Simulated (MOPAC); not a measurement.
MOPAC input (PM7):

```
PM7 FORCE THERMO(298,298) PRECISE LET GEO-OK AUX(PRECISION=9) THREADS=1
CF4

C    -0.00000013 1   -0.00000060 1   -0.00000478 1
F     0.75858914 1    0.76131612 1    0.76379547 1
F    -0.77980915 1   -0.74505343 1    0.75844239 1
F    -0.74242786 1    0.76098456 1   -0.77983125 1
F     0.76364798 1   -0.77724678 1   -0.74240279 1
```

Question: Which zero-point energy does it print?

Answer: 11.17 kcal/mol, from the harmonic wavenumbers of PM7.
